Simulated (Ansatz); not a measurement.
Geometry optimisation, Ansatz 0.2.0, UKS B3LYP/def2-SVPD.

The input (input.yaml):

```yaml
crystal:
  periodic: [false, false, false]
  atoms:
    - { symbol: Li, position_ang: [-1.86697, -1.16927, -1.2993] }
    - { symbol: C, position_ang: [-0.56062, -0.66712, -0.03375] }
    - { symbol: Si, position_ang: [0.60992, 0.61508, 0.16048] }
    - { symbol: H, position_ang: [-0.53181, -1.37365, 0.81039] }
    - { symbol: H, position_ang: [0.75337, 1.68072, -0.85013] }
    - { symbol: H, position_ang: [1.59612, 0.91423, 1.21231] }
magnetization:
  spin_polarized: true
basis:
  gaussian: { orbitals: def2-SVPD }
hamiltonian:
  xc: b3lyp
relax:
  f_tol: 0.02
  max_steps: 50
```

Command:

```bash
$ ansatz run input.yaml --threads 2 --pin off --max-ram 3072MiB --backend cpu --events-out ev --progress --plain --runs-dir out
```

Task: Where does it end, and by what steps?

Result: It converged. After 8 steps the energy has fallen by 0.086 eV; Li1 moved furthest, 0.38 Å.

| step | energy less start (eV) | largest force component (eV/Å) | accepted |
| --- | --- | --- | --- |
| 0 | 0.0000 | 0.926 | yes |
| 1 | -0.0549 | 0.372 | yes |
| 2 | -0.0719 | 0.172 | yes |
| 3 | -0.0782 | 0.122 | yes |
| 4 | -0.0731 | 0.174 | no |
| 5 | -0.0833 | 0.042 | yes |
| 6 | -0.0834 | 0.123 | yes |
| 7 | -0.0857 | 0.034 | yes |
| 8 | -0.0858 | 0.013 | yes |

```xyz
6
Properties=species:S:1:pos:R:3
Li -1.698 -0.850 -1.426
C -0.543 -0.761 0.098
Si 0.557 0.557 0.150
H -0.482 -1.443 0.960
H 0.580 1.563 -0.957
H 1.585 0.933 1.174
```

Whether the end is a true minimum wasn't checked by a vibrational analysis.

Run time: 18 s on 2 threads of Arm Neoverse V2 (shared host), peak memory 0.18 GiB.
